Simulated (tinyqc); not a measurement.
Inside a calculation. Method: MP2 on RHF in the sto-3g basis, for HF, spin multiplicity 1. One step of it, computed by the program tinyqc.

Task: Integrals over molecular orbitals. (pq|rs) = sum C_ip C_jq C_kr C_ls (ij|kl), one index at a time.

coefficients C, order 1F 1s, 1F 2s, 1F 2px, 1F 2py, 1F 2pz, 2H 1s:
$$\begin{pmatrix}
0.994949 & -0.257365 & 0.054977 & 0.000000 & 0.000000 & 0.057453 \\
0.020795 & 0.990751 & -0.281997 & 0.000000 & 0.000000 & -0.323642 \\
0.000000 & 0.000000 & 0.000000 & 0.800657 & -0.599122 & 0.000000 \\
0.000000 & 0.000000 & 0.000000 & 0.599122 & 0.800657 & 0.000000 \\
0.001456 & 0.031095 & 0.685881 & 0.000000 & 0.000000 & -0.776249 \\
-0.003372 & 0.106282 & 0.588536 & 0.000000 & 0.000000 & 0.904049
\end{pmatrix}$$

core Hamiltonian H = T + V (hartree), order 1F 1s, 1F 2s, 1F 2px, 1F 2py, 1F 2pz, 2H 1s:
$$\begin{pmatrix}
-40.470814 & -9.495765 & 0.000000 & 0.000000 & -0.008986 & -1.044737 \\
-9.495765 & -10.948635 & 0.000000 & 0.000000 & -0.111649 & -2.473692 \\
0.000000 & 0.000000 & -8.626129 & 0.000000 & 0.000000 & 0.000000 \\
0.000000 & 0.000000 & 0.000000 & -8.626129 & 0.000000 & 0.000000 \\
-0.008986 & -0.111649 & 0.000000 & 0.000000 & -8.685910 & -1.758842 \\
-1.044737 & -2.473692 & 0.000000 & 0.000000 & -1.758842 & -4.419955
\end{pmatrix}$$

Two-electron integrals (ij|kl) in chemists' order, unique and non-zero (hartree):
```
(11|11) 5.403501   (21|11) 0.841920   (21|21) 0.156299   (22|11) 1.268028
(22|21) 0.292344   (22|22) 0.926167   (31|31) 0.027998   (32|31) 0.043169
(32|32) 0.204588   (33|11) 1.264502   (33|21) 0.292403   (33|22) 0.925959
(33|33) 0.997514   (41|41) 0.027998   (42|41) 0.043169   (42|42) 0.204588
(43|43) 0.053770   (44|11) 1.264502   (44|21) 0.292403   (44|22) 0.925959
(44|33) 0.889973   (44|44) 0.997514   (51|51) 0.027998   (52|51) 0.043169
(52|52) 0.204588   (53|53) 0.053770   (54|54) 0.053770   (55|11) 1.264502
(55|21) 0.292403   (55|22) 0.925959   (55|33) 0.889973   (55|44) 0.889973
(55|55) 0.997514   (61|11) 0.092932   (61|21) 0.017119   (61|22) 0.031862
(61|33) 0.031813   (61|44) 0.031813   (61|51) 0.000687   (61|52) 0.001297
(61|55) 0.031964   (61|61) 0.001894   (62|11) 0.253776   (62|21) 0.059373
(62|22) 0.212100   (62|33) 0.208907   (62|44) 0.208907   (62|51) 0.004032
(62|52) 0.032516   (62|55) 0.218274   (62|61) 0.006606   (62|62) 0.061630
(63|31) 0.005990   (63|32) 0.036352   (63|53) 0.006705   (63|63) 0.008820
(64|41) 0.005990   (64|42) 0.036352   (64|54) 0.006705   (64|64) 0.008820
(65|11) 0.180388   (65|21) 0.042720   (65|22) 0.163405   (65|33) 0.156599
(65|44) 0.156599   (65|51) 0.008513   (65|52) 0.059886   (65|55) 0.176829
(65|61) 0.004935   (65|62) 0.058371   (65|65) 0.063754   (66|11) 0.439072
(66|21) 0.104377   (66|22) 0.431116   (66|33) 0.417558   (66|44) 0.417558
(66|51) 0.008162   (66|52) 0.094173   (66|55) 0.457824   (66|61) 0.011663
(66|62) 0.166956   (66|65) 0.184420   (66|66) 0.774606
```

Give: one-electron integrals over orbitals h = C^T H C; Two-electron integrals over orbitals.

Result:

one-electron integrals over orbitals h = C^T H C (hartree):
$$\begin{pmatrix}
-40.453 & 0.720 & -0.145 & 0.000 & 0.000 & -0.157 \\
0.720 & -9.126 & 0.514 & 0.000 & 0.000 & 0.850 \\
-0.145 & 0.514 & -6.940 & 0.000 & 0.000 & 2.196 \\
0.000 & 0.000 & 0.000 & -8.626 & 0.000 & 0.000 \\
0.000 & 0.000 & 0.000 & 0.000 & -8.626 & 0.000 \\
-0.157 & 0.850 & 2.196 & 0.000 & 0.000 & -6.021
\end{pmatrix}$$

Two-electron integrals over orbitals (pq|rs), unique and non-zero (hartree):
```
(11|11) 5.364       (21|11) -0.520      (21|21) 0.079       (22|11) 1.228
(22|21) -0.022      (22|22) 0.869       (31|11) 0.110       (31|21) -0.016
(31|22) 0.007       (31|31) 0.018       (32|11) -0.126      (32|21) 0.006
(32|22) -0.044      (32|31) 0.021       (32|32) 0.140       (33|11) 0.905
(33|21) -0.009      (33|22) 0.703       (33|31) -2.54e-03   (33|32) -0.019
(33|33) 0.690       (41|41) 0.030       (42|41) 0.040       (42|42) 0.188
(43|41) -0.008      (43|42) -0.031      (43|43) 0.037       (44|11) 1.264
(44|21) -0.015      (44|22) 0.892       (44|31) 3.24e-03    (44|32) -0.069
(44|33) 0.691       (44|44) 0.998       (51|51) 0.030       (52|51) 0.040
(52|52) 0.188       (53|51) -0.008      (53|52) -0.031      (53|53) 0.037
(54|54) 0.054       (55|11) 1.264       (55|21) -0.015      (55|22) 0.892
(55|31) 3.24e-03    (55|32) -0.069      (55|33) 0.691       (55|44) 0.890
(55|55) 0.998       (61|11) 0.116       (61|21) -0.019      (61|22) 2.50e-03
(61|31) -0.012      (61|32) -0.024      (61|33) 0.007       (61|44) 3.35e-03
(61|55) 3.35e-03    (61|61) 0.021       (62|11) -0.169      (62|21) 4.34e-03
(62|22) -0.093      (62|31) -0.020      (62|32) -0.072      (62|33) -0.024
(62|44) -0.092      (62|55) -0.092      (62|61) 0.019       (62|62) 0.092
(63|11) -0.411      (63|21) 0.007       (63|22) -0.226      (63|31) 1.56e-03
(63|32) 0.084       (63|33) -0.098      (63|44) -0.238      (63|55) -0.238
(63|61) -0.005      (63|62) 0.040       (63|63) 0.223       (64|41) -0.008
(64|42) -0.031      (64|43) -0.021      (64|64) 0.029       (65|51) -0.008
(65|52) -0.031      (65|53) -0.021      (65|65) 0.029       (66|11) 0.848
(66|21) -0.009      (66|22) 0.646       (66|31) 0.011       (66|32) 0.050
(66|33) 0.654       (66|44) 0.629       (66|55) 0.629       (66|61) -0.008
(66|62) -0.056      (66|63) -0.024      (66|66) 0.683
```
